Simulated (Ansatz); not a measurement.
Cost and result for the atomization energy of C₅H₁₀O₂ (`CCCC(=O)OC`) (17 atoms, 16 bonds).

Cartesian coordinates in Å:
```
C -2.6284 0.4206 -1.1046
C -1.5488 0.5015 -0.0400
C -0.2470 -0.1253 -0.4982
C 0.8421 -0.0619 0.5348
O 0.7429 0.4203 1.6308
O 1.9716 -0.6230 0.0781
C 3.0658 -0.6127 0.9880
H -2.3250 0.9383 -2.0192
H -2.8468 -0.6173 -1.3718
H -3.5588 0.8762 -0.7597
H -1.3667 1.5435 0.2366
H -1.8818 0.0062 0.8760
H 0.1286 0.3579 -1.4069
H -0.3867 -1.1779 -0.7684
H 3.8899 -1.0971 0.4687
H 3.3337 0.4100 1.2573
H 2.8153 -1.1595 1.8984
```

The species carries charge 0 and has multiplicity 1. Geometry: relaxed with PBE0-D4/def2-TZVP. It is one conformer, not always the lowest. Program: Ansatz. All runs use 2 threads of an AMD EPYC 7R13 on a shared host and a share of an NVIDIA H100 80 GB. Times are those of one run each, without the atoms' runs, and a repeat can differ threefold. Electronic energies, without spin–orbit coupling; frozen cores. CCSD(T)/CBS adds CCSD(T) − MP2 in def2-TZVPP to the MP2 limit, and its time is that of the two runs behind it. T1 = 0.013. B3LYP takes the VWN-RPA correlation (the form of Gaussian; ORCA's B3LYP/G).

CCSD(T)/CBS is a level of theory with its own doubt, some kJ/mol a heavy atom from the limit and from the frozen cores, so smaller differences don't rank the functionals.

| level | functions | wall time | atomization (kJ/mol) | difference from CCSD(T)/CBS | per bond |
| --- | --- | --- | --- | --- | --- |
| PBE0-D4/def2-TZVPP | 357 | 2.5 s | 7059.9 | 50.6 | 3.2 |
| B3LYP-D4/def2-TZVPP (with forces) | 357 | 3 s | 7014.1 | 4.8 | 0.3 |
| B2PLYP/def2-TZVPP | 357 | 3 s | 6951.1 | -58.2 | -3.6 |
| r2SCAN-D4/def2-TZVPP (with forces) | 357 | 3.1 s | 7042.6 | 33.3 | 2.1 |
| ωB97X-V/def2-TZVPP | 357 | 3.5 s | 7027.5 | 18.2 | 1.1 |
| PBE-D4/def2-TZVPP (with forces) | 357 | 3.8 s | 7198.7 | 189.4 | 11.8 |
| ωB97M-V/def2-TZVPP (with forces) | 357 | 5.5 s | 7035.5 | 26.2 | 1.6 |
| MP2/def2-QZVPP | 699 | 5.5 s | 7066.2 | 56.9 | 3.6 |
| CCSD(T)/def2-TZVPP | 357 | 10 s | 6848.0 | -161.3 | -10.1 |
| CCSD(T)/CBS(def2) | – | 16 s | 7009.3 | 0.0 | 0.0 |

The D4 term adds +48.6 kJ/mol with B3LYP and +25.8 kJ/mol with PBE0; it sums over pairs of atoms, weighted by their polarisabilities, and B3LYP, whose exchange is more repulsive, gets the larger term. From PBE to PBE0 (25 % exact exchange), in def2-TZVPP and without D4, the atomization energy moves by −133.9 kJ/mol: exact exchange takes away binding that semilocal exchange gives to molecules. In def2-TZVPP, CCSD(T) changes the Hartree–Fock value by +1716.8 kJ/mol (the triples alone add +104.7 kJ/mol) and MP2 by +1840.2 kJ/mol; breaking electron pairs costs correlation energy, which Hartree–Fock lacks.
